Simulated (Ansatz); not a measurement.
CdH: from a trial structure to a relaxed crystal

Theory: DFT PBE, scalar-relativistic, plane waves, PAW (Ansatz 0.2.0). Cutoff 420 eV, Γ-centred k mesh, Gaussian smearing, no spin polarisation in the final step.

CdH was placed on the rock salt structure type (Fm-3m, No. 225), with Cd in place of Na, H in place of Cl, at a guessed volume.

```
Cd H
1.0
     0.00000    2.47693    2.47693
     2.47693    0.00000    2.47693
     2.47693    2.47693    0.00000
Cd H
1 1
Direct
  0.00000 0.00000 0.00000
  0.50000 0.50000 0.50000
```

Cell and atoms relax at zero pressure; the relaxation can't lower the symmetry of the start.

Formation energies are uncorrected and refer to the elements' standard structures at the same level (H₂ as a molecule).

**Question.** What does it relax into?

**Answer.** It keeps Fm-3m (No. 225). The result has the rock salt structure. Conventional cell: a = 4.823 Å. Cd has 6 H at 2.41 Å; around H lie 6 Cd at 2.41 Å.

```
Cd H
1.0
     0.00000    2.41162    2.41162
     2.41162    0.00000    2.41162
     2.41162    2.41162    0.00000
Cd H
1 1
Cartesian
  0.0000 0.0000 0.0000
  2.4116 2.4116 2.4116
```

**Question.** What are its volume, energy, density and gap?

**Answer.** The volume per atom is 14.03 Å³. The density is 6.71 g/cm³, the energy over the elements is 0.60 eV/atom and the gap on the 20×20×20 mesh is 0 eV (a metal).

The final run used a 20×20×20 mesh on its 2-atom cell and 0.10 eV smearing. The k mesh leaves about 4 meV/atom of noise in metals. Symmetry constrained the relaxation, so the result can be a saddle point. The steps took of the order of 40 core-seconds in all.

Cost: 3 runs of about 0.61 core-minutes in all, on Arm Neoverse V2 (shared hosts).